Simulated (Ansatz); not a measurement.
FH4PSi, SMILES F[SiH2]P, an active-space calculation

Program: Ansatz's Python interface.

Notebook, run cell by cell (the value of a cell's last expression is shown):

```python
import ansatz as az
```

```python
BASIS = '6-31G*'
```

```python
mol = (
    az.Crystal.molecule()
    .atom('F', [-2.0339, -0.0289, 0.2642])
    .atom('Si', [-0.6698, -0.2229, -0.4582])
    .atom('P', [0.8804, -0.2486, 1.0792])
    .atom('H', [-0.6013, -1.5008, -1.1908])
    .atom('H', [-0.3873, 0.891, -1.4099])
    .atom('H', [0.8313, 1.1322, 1.4435])
    .atom('H', [2.0419, -0.09, 0.2264])
)
```

```python
calculation = (
    mol.calculation()
    .basis(gaussian=BASIS)  # the orbital basis, by name
    .correlation(active_electrons=4, active_orbitals=5)
)
for method in ['sc_nevpt2']:
    summary = (calculation if method is None else calculation.correlation(method)).run(threads=1, pin='off').report
    space = summary['configurations']
    state = space['states'][0]
    print(method or 'casscf', f'total {summary["free_energy_ev"] / 27.211386246:.6f} Ha, active-space state {state["energy"]["hartree"]:.6f} Ha, mean field {summary["reference_energy_ev"] / 27.211386246:.6f} Ha')
    print('  determinants', state['n_determinants'], ' natural occupations', [round(n, 3) for n in space['natural_occupations']])
print('effectively unpaired electrons, sum of min(n, 2 - n):', round(sum(min(n, 2 - n) for n in space['natural_occupations']), 3))
```

    sc_nevpt2 total -731.805361 Ha, active-space state -731.488036 Ha, mean field -731.452107 Ha
      determinants 100  natural occupations [1.978, 1.972, 0.024, 0.021, 0.005]
    effectively unpaired electrons, sum of min(n, 2 - n): 0.1

Reading the output:
- Total energies depend on the basis set; only differences at equal settings carry meaning.
- The geometry is a force-field or estimated start, not a minimum of this method, and the basis set is short of its limit. The active space starts as a window about the frontier orbitals and is then optimised, not chosen by chemistry.
- Timing: 4.7 s on 1 thread of Arm Neoverse V2, on a shared host, peak memory 0.18 GiB.
